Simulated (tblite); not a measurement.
Propylene oxide, C3H6O.
SMILES with atom numbers: `[CH3:1][C@@H:2]1[CH2:3][O:4]1` (hydrogens: H5, H6, H7 on C1; H8 on C2; H9, H10 on C3)

Computed with GFN2-xTB (tblite), gas phase: Langevin dynamics at 300 K from the optimised GFN2-xTB geometry, time step 0.5 fs, friction 0.01 fs⁻¹, 2000 steps. The instantaneous temperature is 2·E(kin)/(3Nk) with all 3N coordinates.

| t (fs) | T (K) | E(pot) above start (eV) | C1–C2 (Å) | C2–C3 (Å) | C3–O4 (Å) | C2–O4 (Å) | C1–H5 (Å) |
| --- | --- | --- | --- | --- | --- | --- | --- |
| 0 | 254 | 0.000 | 1.507 | 1.464 | 1.399 | 1.398 | 1.087 |
| 50 | 232 | 0.202 | 1.530 | 1.458 | 1.368 | 1.421 | 1.080 |
| 100 | 237 | 0.298 | 1.519 | 1.458 | 1.398 | 1.410 | 1.107 |
| 150 | 279 | 0.183 | 1.531 | 1.483 | 1.388 | 1.372 | 1.086 |
| 200 | 226 | 0.244 | 1.500 | 1.429 | 1.372 | 1.382 | 1.086 |
| 250 | 248 | 0.187 | 1.524 | 1.434 | 1.404 | 1.387 | 1.109 |
| 300 | 236 | 0.208 | 1.492 | 1.490 | 1.391 | 1.348 | 1.087 |
| 350 | 209 | 0.234 | 1.491 | 1.472 | 1.396 | 1.445 | 1.090 |
| 400 | 247 | 0.278 | 1.516 | 1.504 | 1.435 | 1.404 | 1.097 |
| 450 | 316 | 0.240 | 1.472 | 1.438 | 1.379 | 1.440 | 1.088 |
| 500 | 410 | 0.276 | 1.523 | 1.511 | 1.424 | 1.378 | 1.123 |
| 550 | 259 | 0.404 | 1.527 | 1.444 | 1.441 | 1.462 | 1.043 |
| 600 | 120 | 0.292 | 1.514 | 1.462 | 1.337 | 1.388 | 1.095 |
| 650 | 162 | 0.243 | 1.496 | 1.477 | 1.463 | 1.397 | 1.068 |
| 700 | 252 | 0.284 | 1.529 | 1.510 | 1.406 | 1.438 | 1.102 |
| 750 | 305 | 0.329 | 1.534 | 1.497 | 1.408 | 1.426 | 1.083 |
| 800 | 373 | 0.273 | 1.459 | 1.478 | 1.416 | 1.423 | 1.106 |
| 850 | 360 | 0.321 | 1.521 | 1.492 | 1.453 | 1.417 | 1.105 |
| 900 | 274 | 0.451 | 1.626 | 1.457 | 1.362 | 1.411 | 1.070 |
| 950 | 268 | 0.508 | 1.518 | 1.413 | 1.347 | 1.332 | 1.100 |
| 1000 | 554 | 0.156 | 1.515 | 1.485 | 1.410 | 1.371 | 1.077 |

**Question.** From 500 fs on, how do temperature and potential energy compare with equipartition?

**Answer.** The mean temperature of these 11 frames is 303 K against the target 300 K, and the mean potential energy 0.32 eV against 24 × kT/2 = 0.31 eV for 24 classical harmonic modes. For 10 atoms in a canonical ensemble the temperature itself scatters by T·√(2/(3N)) = 77 K; here its standard deviation is 114 K. The whole run lasts only 10 friction times of 100 fs, so these averages carry a wide statistical error.

**Question.** What are the kinetic and total energies of the listed frame with the highest potential energy?

**Answer.** The one at 950 fs, 0.508 eV above the start. Its kinetic energy is 3NkT/2 = 0.346 eV at 268 K, so the sum is 0.85 eV; over the listed frames the sum runs from 0.33 to 0.87 eV, since the thermostat adds and removes energy.

**Question.** How much do the listed bonds fluctuate from 500 fs on?

**Answer.** 
| bond | at the start (Å) | mean (Å) | standard deviation (Å) |
| --- | --- | --- | --- |
| C1–C2 | 1.507 | 1.524 | 0.038 |
| C2–C3 | 1.464 | 1.475 | 0.028 |
| C3–O4 | 1.399 | 1.406 | 0.040 |
| C2–O4 | 1.398 | 1.404 | 0.034 |
| C1–H5 | 1.087 | 1.088 | 0.022 |

The motion is classical and holds no zero-point motion.

What follows is the cost of the whole dynamics run. Cost: about 15 s of CPU time on one thread; the machine was shared, so the figure is rough.
